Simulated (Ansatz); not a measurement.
Ansatz (a first-principles code) input (B3LYP/LANL2DZ): The .json file is the Basis Set Exchange's LANL2DZ.

Ansatz 0.2 input:
```yaml
crystal:
  periodic: [false, false, false]
  atoms:
    - {symbol: C, position_ang: [1.20020200, -0.64852800, -0.06147200]}
    - {symbol: C, position_ang: [1.12101800, 0.73030300, 0.06237500]}
    - {symbol: N, position_ang: [-0.10174700, 1.27932100, 0.11498700]}
    - {symbol: C, position_ang: [-1.22243200, 0.54483500, 0.05223600]}
    - {symbol: C, position_ang: [-1.08267500, -0.82920200, -0.07134900]}
    - {symbol: N, position_ang: [0.11220200, -1.41077700, -0.12680300]}
    - {symbol: H, position_ang: [2.16444900, -1.13843600, -0.10806800]}
    - {symbol: H, position_ang: [1.97500600, 1.38923000, 0.11909000]}
    - {symbol: H, position_ang: [-0.18200200, 2.28841500, 0.20568600]}
    - {symbol: H, position_ang: [-2.16989300, 1.06119000, 0.10115700]}
    - {symbol: H, position_ang: [-1.95742000, -1.46465300, -0.12590100]}
basis:
  gaussian:
    orbitals: LANL2DZ.json
hamiltonian:
  xc: {name: B3LYP}
total_charge: 1
relax: {f_tol: 0.003, max_steps: 120}
```

From the output:

```
reference -7200.45677820 eV, -264.6119059540 hartree; 21, 21 occupied and 43, 43 virtual orbitals, 973 factors
relax step   5: F+E_penalty+E_count = -7200.45655627 eV  Δ(F+E_penalty+E_count) = -2.640e-4 eV  max|allowed force component| = 5.544e-3 eV/Å  Δτ_max = 0.0024 Å  (24 SCF iters, accepted)
these checks for a lower state are left out or cut short: starts, cluster_reference, orbital_swaps, neighbouring_geometries, increment
integrals: 0.03 GiB planned
973 factors; integrals over basis functions are off by at most 3.1e-4 eV
mean field: 0.26 GiB planned
mean field -7200.45655802 eV, -264.6118978626 hartree, gradient 2.3e-5 eV, S^2 0.000000; 0 other end points of the search recorded, 0 dependent functions left out
the calculation of the forces begins
reference -7200.45677995 eV, -264.6119060184 hartree; 21, 21 occupied and 43, 43 virtual orbitals, 973 factors
relax step   6: F+E_penalty+E_count = -7200.45655802 eV  Δ(F+E_penalty+E_count) = -1.752e-6 eV  max|allowed force component| = 1.050e-3 eV/Å  Δτ_max = 0.0002 Å  (19 SCF iters, accepted)
integrals: 0.03 GiB planned
973 factors; integrals over basis functions are off by at most 3.1e-4 eV
mean field: 0.26 GiB planned
mean field evaluation 64: about -7200.4566 eV, gradient 4.3e-2 eV
mean field -7200.45655802 eV, -264.6118978626 hartree, gradient 2.3e-5 eV, S^2 0.000000; 1 other end points of the search recorded, 0 dependent functions left out
the calculation of the forces begins
reference -7200.45677995 eV, -264.6119060184 hartree; 21, 21 occupied and 43, 43 virtual orbitals, 973 factors
Total energy: -7200.45677995 eV, -264.6119060184 hartree
Atom 0 at     1.222869    -0.655887    -0.062195 Å, force     0.000037     0.000175     0.000016 eV/Å
Atom 1 at     1.139438     0.741633     0.063340 Å, force    -0.000305    -0.000354    -0.000031 eV/Å
Atom 2 at    -0.103476     1.301057     0.116940 Å, force     0.000006    -0.000081    -0.000007 eV/Å
Atom 3 at    -1.242412     0.553126     0.053034 Å, force     0.000357    -0.000301    -0.000028 eV/Å
Atom 4 at    -1.103895    -0.840034    -0.072261 Å, force    -0.000064     0.000167     0.000015 eV/Å
Atom 5 at     0.114218    -1.436131    -0.129082 Å, force     0.000026    -0.000322    -0.000029 eV/Å
Atom 6 at     2.185438    -1.152251    -0.109365 Å, force     0.000061     0.000687     0.000061 eV/Å
Atom 7 at     2.002228     1.394077     0.119449 Å, force     0.000154    -0.000838    -0.000076 eV/Å
Atom 8 at    -0.184197     2.316012     0.208167 Å, force    -0.000084     0.001050     0.000094 eV/Å
Atom 9 at    -2.197540     1.061694     0.101279 Å, force    -0.000020    -0.000852    -0.000076 eV/Å
Atom 10 at    -1.975963    -1.481597    -0.127369 Å, force    -0.000169     0.000669     0.000060 eV/Å
Dipole moment:    -0.081557     1.025461     0.092170 e Å
```

The dipole moment of an ion depends on the origin.

The geometry given is a B3LYP-D3(BJ)/def2-TZVP minimum.
